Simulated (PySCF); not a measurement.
Beryllium: a sound run and one with changed settings

Sound run: Be [He] 2s2, Be⁺ [He] 2s1. All numbers are calculated (PySCF 2.14, no relativity, point nucleus, in cc-pVTZ (4s3p2d1f, 30 functions)). In the sound run the correlated levels freeze 1s2. The sound run starts from symmetry-adapted Hartree-Fock orbitals and uses a fine grid where one is needed.

Changed run: all electrons correlated in a basis built for the valence shell.

```tsv
species	method	sound run (hartree)	changed run (hartree)	converged
Be	MP2	-14.60105	-14.60644	yes
Be	CCSD(T)	-14.61843	-14.62379	yes
Be⁺	MP2	n/a	-14.28219	yes
Be⁺	CCSD(T)	n/a	-14.28259	yes
```

Ionisation energy of Be:

```csv
method,sound run (eV),changed run (eV)
UHF,8.045,8.045
MP2,8.811,8.823
SCS-MP2,8.965,8.975
CCSD,9.284,9.279
CCSD(T),9.284,9.285
```

A valence basis has no tight correlating functions, so it recovers only part of the core correlation, and not evenly between atom and ion.

For comparison, NIST gives 9.323 eV between the lowest levels.
